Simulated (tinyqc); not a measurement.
Geometry optimisation on the unrestricted LDA (VWN5)/sto-6g surface (energies and gradients from PySCF), for CH3, spin multiplicity 2, step by step. One step of it, computed by the program tinyqc.

Task: Step 1: move. Quasi-Newton step p = -H^(-1) g (first H = 0.3 times the unit matrix); steps longer than 0.1 bohr are cut back (factor 0.322 here).

positions at the start (bohr):
```
            x          y          z
1C  -0.034015   0.030236   0.211649
2H   2.120273  -0.043464  -0.020787
3H  -1.003445   1.766894   0.035905
4H  -1.041239  -1.678077   0.066140
```

gradient (hartree/bohr):
```
              x            y            z
1C  -0.07070801   0.00089093   0.00174145
2H   0.04005003  -0.00354019  -0.00505518
3H   0.01277935  -0.02658523   0.00189567
4H   0.01787822   0.02923406   0.00141794
```

Give: positions after step 1.

Result:

positions after step 1 (bohr):
```
         x       y       z
1C   0.042   0.029   0.210
2H   2.077  -0.040  -0.015
3H  -1.017   1.795   0.034
4H  -1.060  -1.709   0.065
```
